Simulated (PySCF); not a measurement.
**Broadened absorption spectrum of butanenitrile**

Butanenitrile, C₄H₇N.
Numbering: `[CH3:1][CH2:2][CH2:3][C:4]#[N:5]` (hydrogens: H6, H7, H8 on C1; H9, H10 on C2; H11, H12 on C3)

Structure used (PBE0-D3(BJ)/def2-TZVP), in Å, numbered top down from 1:
```xyz
12
C4H7N angstrom
C     -1.2156   -0.4829    0.5280
C     -0.0776    0.5170    0.6099
C      0.7612    0.5744   -0.6685
C      1.4142   -0.6921   -0.9620
N      1.9192   -1.7025   -1.1765
H     -1.7913   -0.4946    1.4550
H     -1.9003   -0.2359   -0.2878
H     -0.8394   -1.4938    0.3540
H      0.5775    0.2740    1.4508
H     -0.4673    1.5218    0.7945
H      1.5337    1.3445   -0.5919
H      0.1330    0.8364   -1.5259
```

Method used: PySCF, TDDFT CAM-B3LYP/aug-cc-pVTZ, vertical, gas phase, core orbitals frozen in the response. The structure is a single PBE0-D3(BJ)/def2-TZVP conformer in the gas phase; no vibrational or solvent corrections.

Each state is given a Gaussian of 0.25 eV full width at half maximum, with ε(max) = 2.175×10⁸ f / Δν̃ (Δν̃ the width in cm⁻¹). The width is an assumption, not a result. The curve ends short of the highest state used, and states not computed would add to its high-energy end.

(λ (nm), ε (L mol⁻¹ cm⁻¹)): (144.4, 468), (145.5, 1008), (146.6, 1648), (147.7, 1906), (148.8, 1572), (149.9, 955), (151.0, 496), (152.1, 384), (153.2, 551), (154.3, 795), (155.4, 898), (156.5, 772), (157.6, 509), (158.7, 260), (159.8, 105), (160.9, 35), (162.0, 11), (163.0, 4), (164.1, 2), (165.2, 1), (166.3, 0), (167.4, 0), (168.5, 0), (169.6, 0)

(1) Where are the band maxima, and which computed states make them?

(2) Does any computed singlet lie in the visible range?

(3) Coming from long wavelengths, where does ε first pass 100 L mol⁻¹ cm⁻¹?

## Answers

(1) 155 nm (7.98 eV), ε about 900, made up of S2 (88%) and S3 (12%); 148 nm (8.40 eV), ε about 1900, made up of S4 (23%) and S5 (77%) (ε in L mol⁻¹ cm⁻¹; maxima over ε = 5, shares over 10%). The states used: S1 7.68 eV (f 0.0000); S2 7.98 eV (f 0.0073); S3 8.02 eV (f 0.0011); S4 8.37 eV (f 0.0042); S5 8.41 eV (f 0.014); S6 8.81 eV (f 0.0050); S7 9.06 eV (f 0.022); S8 9.08 eV (f 0.047); S9 9.12 eV (f 0.020); S10 9.18 eV (f 0.021).

(2) No computed singlet lies in the visible range (380 to 750 nm); the lowest, at 161 nm, stands 4.42 eV above its violet end (3.26 eV).

(3) At about 160 nm (7.76 eV), 0.07 eV above S1.

Time: 2.4 min wall, 4.4 min CPU; peak memory 1.9 GiB. Hardware: Intel Xeon at 2.50 GHz, 2 threads (shared host).
